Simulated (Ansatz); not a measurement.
# SiCF+ (singlet): wave-function methods side by side, cc-pVDZ

One table from this session's results is given with a row withheld; the runs are named, their logs left out.

Computed with Ansatz 0.2.0, Gaussian basis. Level: cc-pVDZ, core rule «outside noble gas», up to 7 orbitals frozen.

The runs, in order: UHF; CCSD(T) on RHF; CCSD(T) on UHF; BCCD(T) on RHF; CISD; CCSDT(Q) on RHF; CCSDT(Q) on UHF; CASSCF and MRCISD+Q, 12 electrons in 11 orbitals; CASSCF and NEVPT2, 12 electrons in 11 orbitals.

23 further runs of the same task are left out: 4 for a known fault of the program, 6 that didn't finish, 13 set aside as unsound or not needed.

## The geometry

The geometry is a PBE0/def2-TZVP stationary point (not a proven minimum) of the parent state, kept for this charge and spin.

3 atoms, charge 1, spin multiplicity 1.

Atoms are counted from 1 here; the program's logs count them from 0.

Bond lengths: F1–C2 1.276 Å, C2–Si3 1.687 Å. Angles: F1–C2–Si3 180.0°.

The first run:

Contents of in.yaml:

```yaml
crystal:
  periodic: [false, false, false]
  atoms:
    - {symbol: F, position_ang: [0.000000, 0.000000, -1.413044]}
    - {symbol: C, position_ang: [0.000000, 0.000000, -0.136834]}
    - {symbol: Si, position_ang: [0.000000, 0.000000, 1.549877]}
basis:
  gaussian: {orbitals: cc-pVDZ}
total_charge: 1
magnetization: {spin_polarized: true, initial_magnetization: 0}
hamiltonian: {xc: hf}
output: {orbitals: {seedname: orbitals}}
```

On the command line:

```bash
> ansatz run in.yaml --threads 1 --pin off --events-out ev --progress --plain --max-ram 2393MiB
```

Steps of the session up to this table: UHF; CCSD(T) on RHF; CCSD(T) on UHF; BCCD(T) on RHF; CISD; CCSDT(Q) on RHF; CCSDT(Q) on UHF; CASSCF and MRCISD+Q, 12 electrons in 11 orbitals; CASSCF and NEVPT2, 12 electrons in 11 orbitals.

One of the session's tables, all rows but one given; the rest of the session is left out.

| method | from RCCSDT(Q) (meV) |
| --- | --- |
| RHF | +11073.3 |
| UHF | +9921.3 |
| RMP2 | +1459.7 |
| UMP2 | +804.2 |
| CISD | +1695.6 |
| RCCSD | +591.3 |
| UCCSD | -54.9 |
| RCCSD(T) | +213.3 |
| UCCSD(T) | -416.9 |
| BCCD(T) | +206.8 |
| RCCSDT | +106.9 |
| UCCSDT | -644.4 |
| RCCSDT(Q) | 0 |
| UCCSDT(Q) | -776.8 |
| CASSCF valence | +6968.2 |
| NEVPT2 valence | ? |
| MRCISD valence | +726.5 |
| MRCISD+Q valence | +299.3 |

Q: Estimate the row for NEVPT2 valence from the others.

**Answer.** from RCCSDT(Q) (meV): +1401.5. In the column «from RCCSDT(Q) (meV)» it lies between UMP2 (+804.2) and RMP2 (+1459.7).

The program flags UCCSD(T), UCCSDT(Q) as in doubt (see the logs), so those rows may rest on another solution; read them beside their warnings.

Limits of these values: The determinant is far from a pure spin state, so its energy mixes those of several spin states (harmless only where they are near-degenerate, as at dissociation). The program flags UCCSD(T), UCCSDT(Q) as in doubt, so those rows may rest on another solution; read them beside their warnings. Warnings: restricted reference is unstable; spin contamination; large T1 diagnostic. Restricted and unrestricted rows rest on different reference determinants; where their highest levels disagree by more than a few hundredths of an eV, they describe different states and don't form one ladder.
